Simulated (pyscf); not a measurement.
`[PbH2]` [singlet] + `[OH2]` -> `[OH][PbH]` [singlet] + `[H][H]`, a four-centre exchange (singlet surface; H–Pb, H–O broken, O–Pb, H–H formed). Single points on ωB97X-D3(BJ)/def2-SVP structures (PySCF, gas phase). Energies in eV from the separated reactants.

Small-basis levels: PySCF, no dispersion term, spherical d functions. 

### Question
In single points HF/6-31G*+LANL2DZ puts the saddle at 1.04 eV and the reaction energy at -0.28 eV. Should these be trusted to within a few kcal/mol? Compare with ωB97M-D3(BJ)/def2-TZVP.

### Answer
ωB97M-D3(BJ)/def2-TZVP gives ΔE‡ = 0.40 eV and ΔE = -0.36 eV. HF/6-31G*+LANL2DZ lies 0.64 eV over it in the barrier and 0.09 eV over it in the reaction energy, so on this step it does not hold to within 0.13 eV. ωB97M-D3(BJ)/def2-TZVP has limits of its own. On the reactant side the descent ends in a bound adduct, 0.64 eV under the separated species and 0.92 eV under the saddle at ωB97X-D3(BJ)/def2-TZVP. At the saddle there is also a short H–Pb contact that neither side keeps. At ωB97X-D3(BJ)/def2-TZVP the barrier from the zero used here is 0.28 eV. This is the saddle that the search found; another between the same sides may lie lower. In the def2 sets elements past Kr carry core potentials, without spin-orbit coupling.
